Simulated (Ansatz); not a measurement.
# H$_{3}$Si–NH$_{2}$, singlet: reading a ladder of total energies

Geometry: a PBE0/def2-TZVP stationary point for this spin, not checked as a minimum.

```xyz
7

Si   -0.0113    0.0000    0.5726
N     0.0538    0.0000   -1.1465
H     0.6843   -1.2207    1.0558
H     0.6843    1.2207    1.0558
H    -1.3785    0.0000    1.1752
H    -0.2111   -0.8283   -1.6548
H    -0.2111    0.8283   -1.6548
```

Basis cc-pVDZ; Ansatz 0.2.0. Correlated methods freeze the noble-gas cores, which leaves 14 electrons in 51 orbitals. Prefix R: restricted or restricted open-shell reference.

Full CI isn't at hand for all of this; RCCSDT(Q) serves as the reference, and is uncertain by about the last step of the cluster series.

Runs differ by some tens of microhartree through their thresholds, so steps under 0.03 kcal/mol mean nothing.

| level | total energy (hartree) |
| --- | --- |
| RHF | -346.305471 |
| RMP2 | -346.587474 |
| RCCSD | -346.622387 |
| RCCSD(T) | -346.629181 |
| RCCSDT | -346.629856 |
| RCCSDT(Q) | -346.630385 |

**Question.** What is the correlation energy at RCCSDT(Q), and what share of it do RMP2 and RCCSD(T) recover?

**Answer.** E(corr) = -346.630385 − (-346.305471) = -0.324914 hartree = -8.841 eV. RMP2: -0.282003 / -0.324914 = 86.79 %. RCCSD(T): -0.323710 / -0.324914 = 99.63 %.

**Question.** By how many kcal/mol does RCCSD(T) miss RCCSDT(Q) (1 hartree = 627.509 kcal/mol), and which steps make up the rest?

**Answer.** -346.629181 − (-346.630385) = 0.001204 hartree = 0.76 kcal/mol. Steps: RCCSDT − RCCSD(T) = -0.42, RCCSDT(Q) − RCCSDT = -0.33 kcal/mol. That is within 1 kcal/mol of the reference in this basis, which itself misses far more of the correlation at the basis-set limit.
